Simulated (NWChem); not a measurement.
System: SiH$_{3}$, doublet; SMILES [SiH3]

The following NWChem deck was run.

```
start job
memory heap 200 mb stack 900 mb global 1100 mb
geometry units angstroms noautosym nocenter noautoz
  Si     0.000000     0.000000     0.155778
  H      0.389128     1.361534    -0.295000
  H      0.984558    -1.017762    -0.295000
  H     -1.373687    -0.343772    -0.295000
end
basis spherical
  * library def2-svpd
end
dft
  odft
  mult 2
  xc xwpbe 0.80 cpbe96 1.0 hfexch 1.00
  cam 0.2 cam_alpha 0.2 cam_beta 0.8
  iterations 150
end
tddft
  cis
  nroots 8
end
task tddft energy
```

In the optimisation the excess spin sits in a (C3, its own frame). Coordinates come from a PBE0-D3(BJ)/def2-TZVP, spin-unrestricted optimisation. No stability test was run on the SCF state.

Vertical excitations in the gas phase. Excited states of an open shell can be spin-contaminated.

Predict the main results of this run. (LRC-wPBEh/def2-SVPD, spin-unrestricted, TDA.) Quantities: lowest excitation (eV); oscillator strength of that lowest state; lowest state with f > 0.02 (eV); oscillator strength of that bright state; lowest empty minus highest occupied level, either spin (eV).


```json
{
 "lowest excitation (eV)": "5.40",
 "oscillator_strength_of_that_lowest_state": "0.011",
 "lowest state with f > 0.02 (eV)": "5.59",
 "oscillator_strength_of_that_bright_state": "0.029",
 "lowest empty minus highest occupied level, either spin (eV)": "7.50"
}
```
